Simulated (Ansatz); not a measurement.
Write a Python script for Ansatz's Python interface that makes an active-space calculation of FHMgO, SMILES [OH][Mg][F]. Use (for the species named): Hartree-Fock, def2-SVP basis, multiplicity 1.

```xyz
4

O    -0.3360    1.2698   -0.4543
Mg   -0.1412   -0.6155    0.0139
F     0.0720   -2.5006    0.4725
H     0.4607    1.7859   -0.0525
```

Script `fhmgo.py`:
```python
# -*- coding: utf-8 -*-
"""Static correlation in FHMgO: natural occupations of an active space."""

import ansatz as az

GEOMETRY = """
O    -0.33600    1.26980   -0.45430
Mg   -0.14120   -0.61550    0.01390
F     0.07200   -2.50060    0.47250
H     0.46070    1.78590   -0.05250
"""

mol = az.Crystal.molecule()
for line in GEOMETRY.strip().splitlines():
    symbol, *xyz = line.split()
    mol = mol.atom(symbol, [float(v) for v in xyz])

calc = (
    mol.calculation()
    .basis(gaussian="def2-SVP")
    .correlation(active_electrons=4, active_orbitals=4)
)
for method in [None, "sc_nevpt2"]:
    report = (calc if method is None else calc.correlation(method)).run(threads=1, pin="off").report
    space = report["configurations"]
    state = space["states"][0]
    print(method or "casscf", f"total {report['free_energy_ev'] / 27.211386246:.6f} Ha, active-space state {state['energy']['hartree']:.6f} Ha, mean field {report['reference_energy_ev'] / 27.211386246:.6f} Ha")
    print("  determinants", state["n_determinants"], " natural occupations", [round(n, 3) for n in space["natural_occupations"]])
```

`python fhmgo.py` gives:
```text
casscf total -374.409219 Ha, active-space state -374.409219 Ha, mean field -374.353483 Ha
  determinants 36  natural occupations [1.974, 1.97, 0.03, 0.025]
sc_nevpt2 total -374.777075 Ha, active-space state -374.409215 Ha, mean field -374.353483 Ha
  determinants 36  natural occupations [1.974, 1.97, 0.03, 0.025]
```

Total energies depend on the basis set; only differences at equal settings carry meaning. The geometry is a force-field or estimated start, not a minimum of this method, and the basis set is short of its limit. The active space starts as a window about the frontier orbitals and is then optimised, not chosen by chemistry. It ran for 4 s on 1 thread of Arm Neoverse V1, with other jobs on the host, peak memory 0.15 GiB.

(A comment or docstring line of the script was reworded after the run, the code is as it ran; lines on the test bed's own set-up are left out of the output.)
